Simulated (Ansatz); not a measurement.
All values below come from r2SCAN-D4/def2-TZVP (Ansatz, a program for electronic structure). No frequencies were computed at this level.

Ansatz 0.2 input:
```yaml
crystal:
  periodic: [false, false, false]
  atoms:
    - { symbol: N, position_ang: [-0.001182, 0.388469, -0.000001] }
    - { symbol: H, position_ang: [0.830546, -0.191699, -0.000003] }
    - { symbol: H, position_ang: [-0.829365, -0.196771, 0.000003] }
basis:
  gaussian: { orbitals: def2-tzvp }
hamiltonian:
  xc: r2scan
  dispersion: d4
relax:
  max_steps: 150
magnetization:
  spin_polarized: true
  initial_magnetization: 1
```

Output:

```
Functional definition: r2SCAN
243 factors; their error is unknown
mean field evaluation 1: about -1517.2431 eV, gradient 2.8e1 eV
mean field evaluation 2: about -1515.0029 eV, gradient 3.5e1 eV
mean field evaluation 4: about -1520.2769 eV, gradient 2.5e-1 eV
mean field evaluation 8: about -1520.2697 eV, gradient 3.3e-3 eV
mean field -1520.26972729 eV, -55.8688820023 hartree, gradient 2.3e-5 eV, S^2 0.754838; 0 other end points of the search recorded, 0 dependent functions left out
reference -1520.26973384 eV, -55.8688822427 hartree; 5, 4 occupied and 38, 39 virtual orbitals, 243 factors
relax step   1: F+E_penalty+E_count = -1520.27119312 eV  Δ(F+E_penalty+E_count) = +0.000e0 eV  max|allowed force component| = 1.214e0 eV/Å  Δτ_max = 0.0000 Å  (30 SCF iters, accepted)
these checks for a lower state are left out or cut short: starts, cluster_reference, orbital_swaps, neighbouring_geometries, increment
243 factors; their error is unknown
mean field evaluation 16: about -1520.3036 eV, gradient 4.4e-3 eV
mean field -1520.29646321 eV, -55.8698645291 hartree, gradient 1.7e-5 eV, S^2 0.754852; 0 other end points of the search recorded, 0 dependent functions left out
reference -1520.29646984 eV, -55.8698647725 hartree; 5, 4 occupied and 38, 39 virtual orbitals, 243 factors
relax step   2: F+E_penalty+E_count = -1520.29794138 eV  Δ(F+E_penalty+E_count) = -2.675e-2 eV  max|allowed force component| = 6.004e-1 eV/Å  Δτ_max = 0.0203 Å  (34 SCF iters, accepted)
these checks for a lower state are left out or cut short: starts, cluster_reference, orbital_swaps, neighbouring_geometries, increment
243 factors; their error is unknown
mean field -1520.30500683 eV, -55.8701785011 hartree, gradient 1.8e-5 eV, S^2 0.754865; 0 other end points of the search recorded, 0 dependent functions left out
reference -1520.30501351 eV, -55.8701787468 hartree; 5, 4 occupied and 38, 39 virtual orbitals, 243 factors
relax step   3: F+E_penalty+E_count = -1520.30649774 eV  Δ(F+E_penalty+E_count) = -8.556e-3 eV  max|allowed force component| = 5.382e-2 eV/Å  Δτ_max = 0.0219 Å  (33 SCF iters, accepted)
these checks for a lower state are left out or cut short: starts, cluster_reference, orbital_swaps, neighbouring_geometries, increment
243 factors; their error is unknown
mean field evaluation 32: about -1520.3121 eV, gradient 1.9e-4 eV
mean field -1520.30519098 eV, -55.8701852687 hartree, gradient 1.8e-5 eV, S^2 0.754878; 0 other end points of the search recorded, 0 dependent functions left out
reference -1520.30519767 eV, -55.8701855144 hartree; 5, 4 occupied and 38, 39 virtual orbitals, 243 factors
relax step   4: F+E_penalty+E_count = -1520.30668186 eV  Δ(F+E_penalty+E_count) = -1.841e-4 eV  max|allowed force component| = 3.339e-2 eV/Å  Δτ_max = 0.0048 Å  (33 SCF iters, accepted)
these checks for a lower state are left out or cut short: starts, cluster_reference, orbital_swaps, neighbouring_geometries, increment
243 factors; their error is unknown
mean field -1520.30522839 eV, -55.8701866435 hartree, gradient 1.8e-5 eV, S^2 0.754872; 0 other end points of the search recorded, 0 dependent functions left out
reference -1520.30523508 eV, -55.8701868892 hartree; 5, 4 occupied and 38, 39 virtual orbitals, 243 factors
relax step   5: F+E_penalty+E_count = -1520.30671875 eV  Δ(F+E_penalty+E_count) = -3.689e-5 eV  max|allowed force component| = 9.156e-5 eV/Å  Δτ_max = 0.0012 Å  (34 SCF iters, accepted)
243 factors; their error is unknown
mean field evaluation 64: about -1520.3052 eV, gradient 1.1e-4 eV
mean field -1520.30522839 eV, -55.8701866435 hartree, gradient 1.8e-5 eV, S^2 0.754872; 1 other end points of the search recorded, 0 dependent functions left out
reference -1520.30523508 eV, -55.8701868892 hartree; 5, 4 occupied and 38, 39 virtual orbitals, 243 factors
Total energy: -1520.30672543 eV, -55.8702416586 hartree
Atom 0 at    -0.001308     0.428309    -0.000001 Å, force    -0.000002    -0.000092     0.000000 eV/Å
Atom 1 at     0.803865    -0.211702    -0.000003 Å, force    -0.000021     0.000045     0.000000 eV/Å
Atom 2 at    -0.802558    -0.216607     0.000003 Å, force     0.000023     0.000047    -0.000000 eV/Å
Dipole moment:     0.001237    -0.405091     0.000001 e Å
```

Cost: very roughly 4 core-seconds.
